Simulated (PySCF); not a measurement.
The isolated species `Clc1cpcs1` is ionised with Al Kα (hν = 1486.6 eV). Calculated photoelectron kinetic energies of its computed core levels, recoil neglected:

```csv
line,kinetic energy (eV)
1,1350.31
2,1349.42
3,1279.95
4,1278.30
5,1196.15
6,1195.80
7,1194.12
```

Method: delta-SCF UKS SCAN, pcX-2 on the ionised atom, pcseg-1 elsewhere, spin-free X2C in PySCF 2.14.0.

**Question.** Convert to binding energies and name the level and atom behind each line. Numbering: `[Cl:1][c:2]1[cH:3][p:4][cH:5][s:6]1`.

**Answer.** Against the vacuum level, binding energy = hν − kinetic energy.

| line | binding energy (eV) | level | atoms | environment |
| --- | --- | --- | --- | --- |
| 1 | 136.29 | P 2p3/2 | P4 | phosphorus bonded to 2 C |
| 2 | 137.18 | P 2p1/2 | P4 | phosphorus bonded to 2 C |
| 3 | 206.65 | Cl 2p3/2 | Cl1 | aryl chlorine |
| 4 | 208.30 | Cl 2p1/2 | Cl1 | aryl chlorine |
| 5 | 290.45 | C 1s | C3 | aromatic CH carbon |
| 6 | 290.80 | C 1s | C5 | aromatic CH next to a ring sulfur |
| 7 | 292.48 | C 1s | C2 | aromatic C–Cl carbon |

Out of reach at this photon energy: P 1s (2149.8 eV), S 1s (2478.5 eV), Cl 1s (2829.2 eV).

**Question.** Where does line 4 move with hν = 1253.6 eV?

**Answer.** To 1253.6 − 208.30 = 1045.30 eV; every photoline shifts by the change in photon energy, -233.0 eV.

Lowest listed C 1s: C3, bonded to C (aromatic in the SMILES), H and P (aromatic in the SMILES). Highest, 2.03 eV above it: C2, bonded to Cl, S (aromatic in the SMILES) and C (aromatic in the SMILES). The widest gap between neighbouring values is 1.68 eV, between 290.80 and 292.48 eV. Summing the Pauling electronegativity differences to the bonded atoms, each weighted by its formal bond order, gives -0.89 for the lowest site and +0.66 for the highest; no listed site has a larger sum than the highest.

**Question.** Which photon wavelength matches the C 1s of C3 threshold?

**Answer.** λ = hc/E = 12398.42 eV Å / 290.45 eV = 42.687 Å.

Other core shells, valence and Auger electrons aren't listed. Not every level is listed. Spin–orbit coupling isn't in the SCF: each 2p doublet comes from a relaxed spin-free hole plus a matrix of the shell (mean-field spin–orbit coupling and the ground-state 2p splitting), with 2p3/2 averaged over its two sublevels. 2p1/2 minus 2p3/2 (ligand field included): Cl 1.65 eV, P 0.89 eV. Geometry: GFN2-xTB; no solvent, vibrations or thermal averaging.

Hardware: one thread of an Arm Neoverse V1, shared host with 32 logical CPUs at a one-minute load of 16. Cost: 50 s wall, 0.43 GiB resident at most.
